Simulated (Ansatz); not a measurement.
Born–Oppenheimer molecular dynamics of CH5FMg (8 atoms, charge 0, multiplicity 1). It starts from a rough guess of a transition structure, not a stationary point.

Computed with Ansatz 0.2.0, UKS B3LYP/6-31G*.

| Quantity | Value |
| --- | --- |
| ensemble | NVE (velocity Verlet) |
| time step | 0.5 fs |
| steps asked | 150 |
| starting velocities drawn for | 100 K |
| seed | 348485 |

First frame:

```xyz
8
Properties=species:S:1:pos:R:3
Mg -0.347 -0.015 -0.349
H -0.843 0.975 -2.328
C 0.948 -0.890 1.030
H -1.391 1.356 -1.607
F -1.954 1.678 -0.586
H 0.518 -1.748 1.537
H 1.215 -0.147 1.779
H 1.854 -1.208 0.523
```

What does the run give?

All steps were run.

```
steps done                                               : 150
time covered                                             : 75 fs
mean temperature over the second half                    : 1834 K
spread of the potential energy over the second half      : 17.0 meV per atom
mean potential energy of the second half above the start : -168.1 meV per atom
```

The conserved energy stayed within 0.097 meV per atom of its start (net change -0.029 meV per atom), so the integration is sound. The system heated up, since it started high on the potential surface and ran downhill. A run of 0.075 ps of so small a system gives no equilibrium averages. The orbitals stay closed-shell, which can raise the energy where a bond breaks towards radicals; this wasn't checked here.

What happens to the structure?

The step under study would form Mg1–F5, H2–H4 and break Mg1–H2, H4–F5. These pairs go: Mg1–F5 2.35 → 1.70 Å, H2–H4 0.98 → 0.75 Å, Mg1–H2 2.27 → 6.64 Å, H4–F5 1.21 → 5.67 Å. In the last frame they stand as after the step (other bonds may differ from the relaxed reactants and products). Also parted: Mg1–H4 2.13 → 5.96 Å. It ends as CH3FMg + H2. Pairs count as bonded within 1.25 times the sum of covalent radii (0.12 Å more for H–H). This is one draw of velocities; another would differ in detail.

How do temperature and energy run in time?


| time (fs) | T (K) | potential energy less start (eV) | conserved less start (meV/atom) |
| --- | --- | --- | --- |
| 0.0 | 100 | 0.000 | 0.00 |
| 6.0 | 135 | -0.027 | 0.00 |
| 12.0 | 422 | -0.249 | -0.01 |
| 18.0 | 624 | -0.407 | -0.01 |
| 24.0 | 1085 | -0.764 | 0.00 |
| 30.0 | 1907 | -1.402 | -0.07 |
| 36.0 | 1803 | -1.321 | -0.04 |
| 42.0 | 1695 | -1.237 | -0.02 |
| 48.0 | 1998 | -1.473 | -0.08 |
| 54.0 | 1618 | -1.177 | 0.00 |
| 60.0 | 1796 | -1.316 | -0.02 |
| 66.0 | 2091 | -1.544 | -0.02 |
| 72.0 | 1887 | -1.386 | -0.01 |

The run took 14 min on 1 CPU thread of a shared host.
